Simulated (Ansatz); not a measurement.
# One element changed: vertical spin gaps of HOGe, HSeGe

Ansatz 0.2.0, basis cc-pVDZ; geometries are PBE0/def2-TZVP minima. Wave-function levels freeze the cores with the filled d shells of p-block atoms; HF, MP2 and coupled cluster are restricted for singlets and unrestricted otherwise, restricted open-shell where a d shell is frozen, Kohn–Sham unrestricted where that lies lower. The reference is CCSDTQ (coupled cluster only where its series has nearly closed). Semilocal and hybrid functionals correlate all electrons outside any core potential and usually lie nearer their basis limit than the reference, so part of their error here is the reference's basis and frozen-core error; RPA and the MP2 part of double hybrids freeze the same cores as the reference. An error is the level's value less the reference. None of these values is a measured one. Energies are electronic, without zero-point terms. No spin–orbit coupling and no scalar relativity. The set is small: such energies can lie up to about 0.3 eV from the limit, spin gaps mostly less, so near ties and functionals' places can change in larger sets. The species are chosen: bound, without strong static correlation by their natural occupations or amplitudes, in their lowest spin state as far as vertical gaps and like structures tell, and with a ladder that closes on the reference, so errors are smaller than for species at large; levels whose determinant breaks symmetry or spin markedly are left out.

```json
{"species": "HOGe, doublet", "bonds (Å)": "O–Ge 1.786, O–H 0.962, angle at O 115°", "quantity": "quartet less doublet, vertical", "symmetry of the states": "A' / A''", "reference": "CCSDTQ", "value (kcal/mol)": "81.3", "error CCSD": "-0.6", "error CCSD(T)": "0.0", "error CCSDT(Q)": "0.0", "error PBE": "6.5", "error wB97M-V": "8.9"}
{"species": "HSeGe, doublet", "bonds (Å)": "Ge–Se 2.336, Se–H 1.476, angle at Se 98°", "quantity": "quartet less doublet, vertical", "symmetry of the states": "A' / A''", "reference": "CCSDTQ", "value (kcal/mol)": "59.6", "error CCSD": "-0.9", "error CCSD(T)": "-0.2", "error CCSDT(Q)": "0.0", "error PBE": "6.4", "error wB97M-V": "6.0"}
```

The reference falls from O to Se, by 21.7 kcal/mol in all.
